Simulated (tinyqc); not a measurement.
Inside a calculation. Method: coupled-perturbed Hartree-Fock on RHF in the sto-3g basis, for BH2+, spin multiplicity 1. One step of it, computed by the program tinyqc.

Question. Coupled step 2. U_ai = -(mu_ai + sum_bj [4 (ai|bj) - (ab|ij) - (aj|bi)] U_bj) / (e_a - e_i); alpha = -4 sum U_ai mu_ai.

U after step 1:
```
           i1         i2        i3
a4  -0.006829  -1.365205  0.000000
a5   0.000000   0.000000  0.000000
a6  -0.000537  -0.054432  0.000000
a7   0.000000   0.000000  0.360834
```

dipole integrals <a|z|i> (bohr):
```
          i1         i2         i3
a4  0.107703   0.839633   0.000000
a5  0.000000   0.000000   0.000000
a6  0.051431  -0.003441   0.000000
a7  0.000000   0.000000  -0.490812
```

orbital energies (hartree): MO1 -7.948920, MO2 -0.995265, MO3 -0.873958, MO4 -0.215203, MO5 -0.176907, MO6 0.197639, MO7 0.424461

Two-electron integrals over orbitals (pq|rs), unique and non-zero (hartree):
```
(11|11) 2.891105    (21|11) -0.260185   (21|21) 0.037062    (22|11) 0.624145
(22|21) -0.008945   (22|22) 0.471693    (31|31) 0.009162    (32|31) 0.015956
(32|32) 0.148890    (33|11) 0.570627    (33|21) -0.003970   (33|22) 0.470803
(33|33) 0.493601    (41|11) 0.110453    (41|21) -0.013878   (41|22) 0.010485
(41|33) 0.005122    (41|41) 0.024336    (42|11) -0.055383   (42|21) 0.005202
(42|22) 0.017934    (42|33) 0.014084    (42|41) 0.016921    (42|42) 0.071903
(43|31) -0.001570   (43|32) 0.019078    (43|43) 0.026791    (44|11) 0.719985
(44|21) -0.011435   (44|22) 0.455847    (44|33) 0.439064    (44|41) -0.010936
(44|42) -0.064156   (44|44) 0.588170    (51|51) 0.021683    (52|51) 0.022146
(52|52) 0.075651    (53|53) 0.019967    (54|51) -0.009242   (54|52) -0.025008
(54|54) 0.038487    (55|11) 0.742007    (55|21) -0.009830   (55|22) 0.474677
(55|33) 0.446305    (55|41) 0.003788    (55|42) -0.027829   (55|44) 0.514483
(55|55) 0.586773    (61|11) -0.213512   (61|21) 0.031948    (61|22) -0.004326
(61|33) -0.002152   (61|41) -0.003903   (61|42) 0.011581    (61|44) -0.013773
(61|55) -0.005900   (61|61) 0.031057    (62|11) 0.192129    (62|21) -0.007485
(62|22) 0.038925    (62|33) 0.003271    (62|41) 0.011147    (62|42) -0.000628
(62|44) 0.068845    (62|55) 0.095982    (62|61) -0.001958   (62|62) 0.086578
(63|31) 0.000136    (63|32) -0.074468   (63|43) -0.020244   (63|63) 0.080232
(64|11) 0.066153    (64|21) 0.000573    (64|22) 0.022689    (64|33) 0.004031
(64|41) 0.010396    (64|42) 0.021003    (64|44) 0.022099    (64|55) 0.029572
(64|61) 0.005318    (64|62) 0.044262    (64|64) 0.034226    (65|51) 0.018232
(65|52) 0.054885    (65|54) -0.010801   (65|65) 0.046825    (66|11) 0.596340
(66|21) -0.007546   (66|22) 0.472540    (66|33) 0.473858    (66|41) 0.019499
(66|42) 0.053067    (66|44) 0.418624    (66|55) 0.447759    (66|61) 0.001125
(66|62) 0.017174    (66|64) 0.023970    (66|66) 0.518542    (71|31) 0.014652
(71|32) 0.022307    (71|43) -0.003032   (71|63) 0.000784    (71|71) 0.023611
(72|31) 0.007712    (72|32) -0.016881   (72|43) -0.025058   (72|63) 0.051852
(72|71) 0.011785    (72|72) 0.053240    (73|11) 0.222807    (73|21) -0.006551
(73|22) 0.042286    (73|33) 0.027117    (73|41) -0.000992   (73|42) -0.042075
(73|44) 0.104081    (73|55) 0.105262    (73|61) -0.006286   (73|62) 0.073029
(73|64) 0.025828    (73|66) -0.005748   (73|73) 0.104442    (74|31) -0.007456
(74|32) -0.058566   (74|43) 0.009241    (74|63) 0.033871    (74|71) -0.011268
(74|72) 0.002607    (74|74) 0.043695    (75|53) 0.016883    (75|75) 0.018578
(76|31) 0.011312    (76|32) 0.126509    (76|43) 0.029185    (76|63) -0.087889
(76|71) 0.015913    (76|72) -0.042979   (76|74) -0.049496   (76|76) 0.135616
(77|11) 0.673201    (77|21) -0.010132   (77|22) 0.475307    (77|33) 0.496700
(77|41) 0.002998    (77|42) -0.001611   (77|44) 0.471579    (77|55) 0.468782
(77|61) -0.008388   (77|62) 0.006025    (77|64) -0.000893   (77|66) 0.487834
(77|73) 0.036759    (77|77) 0.530770
```

Give: U after step 2; polarisability.

Answer.

U after step 2:
```
         i1       i2      i3
a4  -0.0036  -1.4586  0.0000
a5   0.0000   0.0000  0.0000
a6   0.0010  -0.0692  0.0000
a7   0.0000   0.0000  0.3447
```

polarisability = 5.5760 bohr^3
